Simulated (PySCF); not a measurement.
methyl formate (C₂H₄O₂), SMILES COC=O.

Geometry optimised at ωB97X-D3(BJ)/def2-SVP. The values are those of a single conformer.

Two levels are set side by side: TDDFT-PBE/def2-SVPD (PySCF) and TDDFT-M06-2X/def2-SVPD (PySCF). Vertical, same geometry. The lowest singlet is HOMO→LUMO 100 % with PBE and HOMO→LUMO+1 96 % with the other functional; states are paired by order. Differences are taken from unrounded values.

| quantity | TDDFT-M06-2X |
|---|---|
| lowest singlet excitation (eV) | 5.64 |
| lowest triplet excitation (TDA) (eV) | 5.25 |
| first bright state (f over 0.05) (eV) | 8.20 |
| its oscillator strength | 0.10 |

Q: What does TDDFT-PBE give, and how far is it from TDDFT-M06-2X? (The exact figures need the calculation; the answer reports its results.)

A: 
```
quantity                               TDDFT-PBE  TDDFT-PBE minus TDDFT-M06-2X
-------------------------------------  ---------  ----------------------------
lowest singlet excitation (eV)              5.70                          0.06
lowest triplet excitation (TDA) (eV)        5.12                         -0.13
first bright state (f over 0.05) (eV)       7.41                         -0.79
its oscillator strength                     0.06                         -0.04
```

Rough cost on one machine, each run with all the roots and properties that it gave: TDDFT-M06-2X against TDDFT-PBE about 20 times.
